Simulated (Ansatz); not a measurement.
## Which isomer of AlH4NS gives these data?

These gas-phase data were calculated for one isomer of AlH4NS at B3LYP-D4/def2-TZVP (harmonic, unscaled wavenumbers; equilibrium rotational constants with average atomic masses):

| Property | Result |
| --- | --- |
| rotational constants | 21.36, 3.481, 2.993 GHz |
| all wavenumbers above 1500 cm⁻¹ | 3654, 3570, 2675, 1968, 1574 |

Candidates:

(1) `[NH2+]1[AlH2-][S]1`, a singlet
(2) `[NH2][AlH][SH]`, a singlet

Question: Which candidate do the data belong to?

Answer: Candidate (2). The band at 2675 cm⁻¹ lies where the S–H stretch is expected; (1) has no mode between 2500 and 2800 cm⁻¹.

The same quantities for all candidates:

```tsv
	rotational constants (GHz)	wavenumbers above 1500 cm⁻¹	E above the lowest, B3LYP-D4/def2-TZVP (kcal/mol)
(1)	13.18, 5.77, 4.38	3572, 3487, 1946, 1940, 1595	37.9
(2)	21.36, 3.481, 2.993	3654, 3570, 2675, 1968, 1574	0.0
```

Harmonic stretches to hydrogen usually lie a few per cent above observed fundamentals. Each candidate is one conformer. Programs: Ansatz 0.2.0.
